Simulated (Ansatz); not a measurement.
C3H6FNO can be A, `C=NC(F)OC`, or B, `CC(F)OC=N`.

Isolated molecules relaxed with PBE0-D4/def2-TZVP in Ansatz; ΔE leaves out vibrations. CBS: MP2 limit from def2 TZ/QZ plus the TZ coupled-cluster correction, frozen cores. Functionals use def2-TZVPP. B3LYP here is the variant with VWN-RPA as its local correlation; programs differ in this. Each species was taken in one conformer, which may not be the lowest.

Question: Which is lower in electronic energy at CCSD(T)/CBS, and by how much? (Estimate.)

Answer: The calculation gave: B, by 85.0 kJ/mol.

Question: Give E(B) − E(A) in kJ/mol with ωB97M-V, B3LYP-D4, B3LYP, B2PLYP, CCSD/def2-TZVPP, MP2/def2-TZVPP, PBE0-D4. (An estimate is asked.)

Answer: Computed: ωB97M-V -86.4, B3LYP-D4 -84.3, B3LYP -84.7, B2PLYP -85.7, CCSD/def2-TZVPP -81.9, MP2/def2-TZVPP -87.5, PBE0-D4 -88.4. None reverses the order clearly.

Largest T1 diagnostic: 0.013.

In def2-TZVPP, CCSD(T) changes the Hartree–Fock value by −3.5 kJ/mol (the triples alone add −0.7 kJ/mol) and MP2 by −8.4 kJ/mol.
